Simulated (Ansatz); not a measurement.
A made-up structure of CH5SSi (charge +1), singlet:

C1  (-0.693, 0.540, -1.440)
S2  (-1.240, -0.261, -0.155)
Si3  (0.565, -0.455, 1.203)
H4  (0.335, 0.876, -1.548)
H5  (-1.395, 0.755, -2.244)
H6  (0.106, 0.243, 2.418)
H7  (-0.253, 1.406, -1.016)
H8  (1.630, 0.220, 0.436)
(Å)

It is relaxed with PBE-D4/def2-SVP and then PBE0-D4/def2-TZVP (Ansatz 0.2.0). Atoms count as bonded within 1.22 times the sum of their covalent radii (H–H: 0.88 Å). The end point is not checked to be a true minimum.

(1) Does its bonding change? (Judge from chemistry; the calculation decides.)

Answers

(1) The calculation gives: No: no bond forms or breaks.

Where it ends: The first stage lowers the energy by 3.66 eV in 15 steps. It ends as CH₅SSi ([CH3][S][SiH2]), total charge +1:
```xyz
8
angstrom
C -0.6163 0.8382 -1.4821
S -1.2220 0.3650 0.1717
Si 0.4411 -0.1093 1.2001
H 0.4657 0.7603 -1.5629
H -1.1028 0.1693 -2.1906
H 0.2593 -0.5366 2.5957
H -0.9404 1.8648 -1.6467
H 1.7703 -0.0268 0.5690
```

Labels in which every atom is bracketed show which atoms are joined, not bond orders.

For scale, one of the runs: PBE0-D4/def2-TZVP relaxation, 135 basis functions, launched by `ansatz run in.yaml --threads 2 --pin off --events-out ev --progress --plain --max-ram 4352MiB`. The run took about 16 s on 2 CPU threads of an Arm Neoverse V2 (shared host).
